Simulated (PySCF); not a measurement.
Point-charge models of methyl methanesulfonate (`COS(C)(=O)=O`) against its computed dipole.

Coordinates (GFN2-xTB, Å) and charges (e) from the PBE0/pcSseg-1 density (PySCF):

| atom | x | y | z | Mulliken | IAO | Hirshfeld | ESP-fitted |
| --- | --- | --- | --- | --- | --- | --- | --- |
| C1 | 1.953 | -0.334 | -0.081 | -0.0556 | -0.2256 | -0.0399 | -0.2148 |
| O2 | 0.654 | -0.388 | 0.477 | -0.5534 | -0.5937 | -0.1456 | -0.3207 |
| S3 | -0.451 | 0.337 | -0.462 | +1.1002 | +2.1518 | +0.5628 | +1.1156 |
| C4 | -1.875 | 0.042 | 0.586 | -0.3695 | -0.6298 | -0.1123 | -0.6676 |
| O5 | -0.153 | 1.732 | -0.539 | -0.5150 | -0.8737 | -0.3134 | -0.5092 |
| O6 | -0.563 | -0.384 | -1.691 | -0.5149 | -0.8736 | -0.3134 | -0.5092 |
| H7 | 1.959 | -0.834 | -1.052 | +0.1312 | +0.1543 | +0.0456 | +0.1309 |
| H8 | 2.256 | 0.708 | -0.209 | +0.1313 | +0.1543 | +0.0456 | +0.1315 |
| H9 | 2.620 | -0.842 | 0.612 | +0.1404 | +0.1710 | +0.0627 | +0.1576 |
| H10 | -2.746 | 0.470 | 0.108 | +0.1747 | +0.1885 | +0.0742 | +0.2477 |
| H11 | -1.677 | 0.520 | 1.534 | +0.1653 | +0.1883 | +0.0668 | +0.2186 |
| H12 | -1.976 | -1.028 | 0.693 | +0.1653 | +0.1883 | +0.0669 | +0.2195 |

**Question.** Form Σ q r in debye for every column and set it beside the full dipole.

**Answer.** The full density gives (-0.17, -1.38, 2.59) D, 2.94 D in size; dipole vectors point from the negative to the positive end.

```json
{"scheme": "Mulliken", "μx": "-0.32", "μy": "-1.17", "μz": "2.26", "size (D)": "2.57", "share of the full size (%)": "87", "angle to the full dipole (°)": "4"}
{"scheme": "IAO", "μx": "-0.48", "μy": "-1.65", "μz": "3.21", "size (D)": "3.65", "share of the full size (%)": "124", "angle to the full dipole (°)": "4"}
{"scheme": "Hirshfeld", "μx": "-0.40", "μy": "-1.08", "μz": "2.13", "size (D)": "2.43", "share of the full size (%)": "82", "angle to the full dipole (°)": "6"}
{"scheme": "ESP-fitted", "μx": "-0.15", "μy": "-1.38", "μz": "2.59", "size (D)": "2.94", "share of the full size (%)": "100", "angle to the full dipole (°)": "0"}
```

**Question.** Which set comes closest?

**Answer.** Length of the difference vector: ESP-fitted 0.02 D, Mulliken 0.42 D, Hirshfeld 0.59 D, IAO 0.75 D. Closest: ESP-fitted. The schemes that divide the density aren't constrained to reproduce the dipole.

**Question.** What is left for the Hirshfeld atoms' own dipoles?

**Answer.** The Hirshfeld atoms' densities add up to the full density, so μ = Σ q r + Σ (atomic dipoles). The atomic dipoles sum to (-0.17, -1.38, 2.59) − (-0.40, -1.08, 2.13) = (0.23, -0.30, 0.46) D, 0.59 D in size.

**Question.** With the origin at the mean of the coordinates, (0.000, 0.000, -0.002) Å, which are the largest single terms, by size, of the ESP-fitted dipole along the direction of the full one?

**Answer.** O6 +3.12, O5 +3.12, S3 -2.88, C4 -1.94, H12 +1.27 D; all 12 atoms together +2.94 D. The single terms depend on the origin, their sum doesn't.

**Question.** Give the size of the full dipole in other units.

**Answer.** 2.94 D = 1.158 au = 0.613 e·Å = 9.82 × 10⁻³⁰ C·m.

The structure is a single GFN2-xTB conformer in the gas phase; no vibrational or solvent corrections.

These values come from a run that also computed NMR shieldings. On Arm Neoverse V2, one thread, no GPU (shared host), this took 9.9 s.

Shape of the structure used: `[CH3:1][O:2][S:3]([CH3:4])(=[O:5])=[O:6]`: C1–O2–S3–C4 180°.
